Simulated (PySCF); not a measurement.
**1,2-dimethoxyethane: calculation and literature**

Mapped SMILES: `[CH3:1][O:2][CH2:3][CH2:4][O:5][CH3:6]` (H(Xn): hydrogen on atom n).

What is known from experiment: δ 13C C3/C4 72.2; C1/C6 58.6 ppm (measured; solution, toluene-d8, 298 K; Fulmer et al., Organometallics 2010, 29, 2176).
δ 17O O2/O5 -21.2 ppm (measured; liquid, neat, 295 K; 17O NMR survey of organic solvents and oxofluorinated compounds, PMC5915748).
δ 13C C3/C4 71.2; C1/C6 58.0; δ 1H H(C3)/H(C4) 3.43; H(C1)/H(C6) 3.24 ppm (measured; solution, DMSO-d6, 298 K; Fulmer et al., Organometallics 2010, 29, 2176).
δ 13C C3/C4 72.6; C1/C6 58.7; δ 1H H(C3)/H(C4) 3.43; H(C1)/H(C6) 3.28 ppm (measured; solution, THF-d8, 298 K; Fulmer et al., Organometallics 2010, 29, 2176).
δ 13C C3/C4 72.2; C1/C6 58.7 ppm (measured; solution, C6D6, 298 K; Fulmer et al., Organometallics 2010, 29, 2176).
δ 13C C3/C4 72.5; C1/C6 58.9; δ 1H H(C3)/H(C4) 3.45; H(C1)/H(C6) 3.28 ppm (measured; solution, CD3CN, 298 K; Fulmer et al., Organometallics 2010, 29, 2176).

Isolated molecule, a single conformation, non-relativistic Hamiltonian, equivalent nuclei averaged. GFN2-xTB geometry; shieldings: GIAO PBE0/pcSseg-1; PySCF 2.14.0 with density-fitted response routines.

**Question.** Set the calculated values beside the experiment.

**Answer.** 
Reference values: measured (solution, toluene-d8, 298 K; Fulmer et al., Organometallics 2010, 29, 2176).
```json
{"atoms": "C3/C4", "quantity": "δ 13C", "reference": "72.2", "computed": "74.2", "computed, scaled": "70.1"}
{"atoms": "C1/C6", "quantity": "δ 13C", "reference": "58.6", "computed": "61.4", "computed, scaled": "57.6"}
```

Reference values: measured (liquid, neat, 295 K; 17O NMR survey of organic solvents and oxofluorinated compounds, PMC5915748).
```tsv
atoms	quantity	reference	computed	computed, scaled
O2/O5	δ 17O vs D2O (external)	-21.2	–	-25.5
```

Reference values: measured (solution, DMSO-d6, 298 K; Fulmer et al., Organometallics 2010, 29, 2176).
```json
{"atoms": "C3/C4", "quantity": "δ 13C", "reference": "71.2", "computed": "74.2", "computed, scaled": "70.1"}
{"atoms": "C1/C6", "quantity": "δ 13C", "reference": "58.0", "computed": "61.4", "computed, scaled": "57.6"}
{"atoms": "H(C3)/H(C4)", "quantity": "δ 1H", "reference": "3.43", "computed": "3.65", "computed, scaled": "3.53"}
{"atoms": "H(C1)/H(C6)", "quantity": "δ 1H", "reference": "3.24", "computed": "3.52", "computed, scaled": "3.41"}
```

Reference values: measured (solution, THF-d8, 298 K; Fulmer et al., Organometallics 2010, 29, 2176).
```json
{"atoms": "C3/C4", "quantity": "δ 13C", "reference": "72.6", "computed": "74.2", "computed, scaled": "70.1"}
{"atoms": "C1/C6", "quantity": "δ 13C", "reference": "58.7", "computed": "61.4", "computed, scaled": "57.6"}
{"atoms": "H(C3)/H(C4)", "quantity": "δ 1H", "reference": "3.43", "computed": "3.65", "computed, scaled": "3.53"}
{"atoms": "H(C1)/H(C6)", "quantity": "δ 1H", "reference": "3.28", "computed": "3.52", "computed, scaled": "3.41"}
```

Reference values: measured (solution, C6D6, 298 K; Fulmer et al., Organometallics 2010, 29, 2176).
| atoms | quantity | reference | computed | computed, scaled |
| --- | --- | --- | --- | --- |
| C3/C4 | δ 13C | 72.2 | 74.2 | 70.1 |
| C1/C6 | δ 13C | 58.7 | 61.4 | 57.6 |

Reference values: measured (solution, CD3CN, 298 K; Fulmer et al., Organometallics 2010, 29, 2176).
```tsv
atoms	quantity	reference	computed	computed, scaled
C3/C4	δ 13C	72.5	74.2	70.1
C1/C6	δ 13C	58.9	61.4	57.6
H(C3)/H(C4)	δ 1H	3.45	3.65	3.53
H(C1)/H(C6)	δ 1H	3.28	3.52	3.41
```

Computed shifts are σ(ref) − σ with the named reference compound (TMS for H and C) calculated as an isolated molecule at the same level. The measured values may be among those fitted. Scaled to experiment by linear calibration (H and C: mostly CDCl3 data, vs TMS): 1H: δ = 30.01 − 0.943σ (rms 0.17 ppm, 504 shifts, 0.18 ppm with the 4 outliers that the fit left out); 13C: δ = 179.97 − 0.974σ (rms 2.1 ppm, 958 shifts, 2.3 ppm with the 13 outliers that the fit left out); 17O: δ = 266.70 − 0.911σ (rms 10.7 ppm, 155 shifts, 12.2 ppm with the 3 outliers that the fit left out vs liquid water, solution or neat liquid). Occasional misses reach two or three times the rms, and more in compound classes unlike the fitted ones.

**Question.** How far are the unscaled 13C shifts from the references?

**Answer.** Mean signed difference +2.44 ppm, mean absolute 2.44 ppm over 10 comparisons; the largest is +3.4 ppm at C1/C6 (methyl carbon bonded to O).

**Question.** How far are the unscaled 1H shifts from the references?

**Answer.** Mean signed difference +0.23 ppm, mean absolute 0.23 ppm over 6 comparisons; the largest is +0.28 ppm at H(C1)/H(C6) (hydrogen on a methyl carbon bonded to O).

17 of the 49 published NMR values on file for this molecule are compared. The rest: values from further sources, protons in aromatic solvents.
